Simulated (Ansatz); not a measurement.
## Ansatz (development build ahead of 0.2.0) run

```yaml
crystal:
  periodic: [false, false, false]
  atoms:
    - { symbol: C, position_ang: [-1.14411, 0.79282, 0.59546] }
    - { symbol: C, position_ang: [1.13882, -0.80138, -0.57988] }
    - { symbol: H, position_ang: [-0.99408, -0.07304, 1.31817] }
    - { symbol: H, position_ang: [-0.59392, 1.72931, 0.63121] }
    - { symbol: H, position_ang: [-2.07192, 0.86247, -0.00852] }
    - { symbol: H, position_ang: [1.19518, 0.00305, -1.29509] }
    - { symbol: H, position_ang: [2.07272, -0.88543, -0.04546] }
    - { symbol: H, position_ang: [0.6207, -1.75495, -0.73652] }
basis:
  gaussian: { orbitals: def2-SVP }
total_charge: 1
magnetization:
  spin_polarized: true
  initial_magnetization: 1
hamiltonian:
  xc: hf
correlation:
  method: mp2
  frozen_orbitals: { C: 1, H: 0 }
output:
  forces: true
```

The input is written out in the form of the current development build from the run's settings.

Output:

```yaml
Converged: yes
Reference_energy: -78.74225 hartree
Correlation_energy: -0.24506 hartree
Total_energy: -78.98731 hartree
Spin_squared_of_the_determinant: 0.758
Stability_test: minimum
```

Forces (eV/Å):
```csv
atom,Fx,Fy,Fz
C1,-0.037,-1.372,0.558
C2,0.058,-0.238,-0.441
H3,-0.155,1.351,-0.871
H4,0.588,-0.055,0.258
H5,0.582,-0.601,-0.045
H6,-0.674,0.252,-0.522
H7,0.065,0.135,1.094
H8,-0.426,0.527,-0.032
```

Caution: bonds are stretched, where a single reference can fail.
